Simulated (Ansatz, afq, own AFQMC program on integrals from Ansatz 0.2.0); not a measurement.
CHSi, quartet in aug-cc-pVDZ, levels against CCSDT(Q)

| atom | x (Å) | y (Å) | z (Å) |
| --- | --- | --- | --- |
| Si | 0.0000 | 0.0326 | 0.6172 |
| C | 0.0000 | -0.1270 | -1.2686 |
| H | 0.0000 | 0.6065 | -2.0825 |

Connectivity, by distances: Si–CH.

Basis aug-cc-pVDZ. Noble-gas cores (and the filled d shells of Ga–Kr and In–Xe) are frozen. AFQMC by an in-house program on the Cholesky factors that Ansatz 0.2.0 writes for its CCSD(T) run. ph-AFQMC/CISD is guided by a CISD state made of CCSD amplitudes; releasing the constraint for a short imaginary time cuts its bias at the price of noise, slowly where states lie close. Free projection: walkers drawn from exp(T), propagated without any constraint. Its projection time is finite, and what remains of the start isn't in its error. Uncertainties: one standard error, sampling alone.

Determinant: ROHF, the one that the program's search chose, which needn't be the lowest solution. The geometry is a PBE0/def2-TZVP stationary point of this or a neighbouring charge and spin state.

No full CI on the walks' own integrals is used here; CCSDT(Q) serves as the reference and is uncertain by about the last step of the cluster series.

Cautions: lower spins were not checked; the released energies are still falling, so no released level is given (meV from the phaseless value at times in 1/Eh: -2 ± 3 at 0.24, -3 ± 3 at 0.51, -11 ± 3 at 0.99, -13 ± 4 at 1.62, -18 ± 3 at 2.40), though the last usable value meets CCSDT(Q) within the noise.

The T1 diagnostic is 0.0312. The weight of the determinant in the CISD state is 0.872 and the size of the correlated space is 9 electrons in 53 orbitals.

Reference: CCSDT(Q), correlation energy -5.454 eV.

```csv
level,E − E(reference) (kcal/mol),share of correlation (%)
HF,125.78,0.00
MP2,27.33,78.27
CCSD,5.09,95.96
CCSD(T),1.14,99.09
CCSDT,0.23,99.82
ph-AFQMC/HF,1.45 ± 0.56,98.84
ph-AFQMC/CISD,0.39 ± 0.08,99.69
free AFQMC,0.07 ± 0.11,99.95
```

Free projections are given only where their last times agree within the noise and don't stop above the reference; a slow remainder of the start can still hide under it. A walk keeps the symmetry of its determinant, which the program's search chose and which needn't be the lowest solution, so a lower state of the same spin and another symmetry isn't excluded.
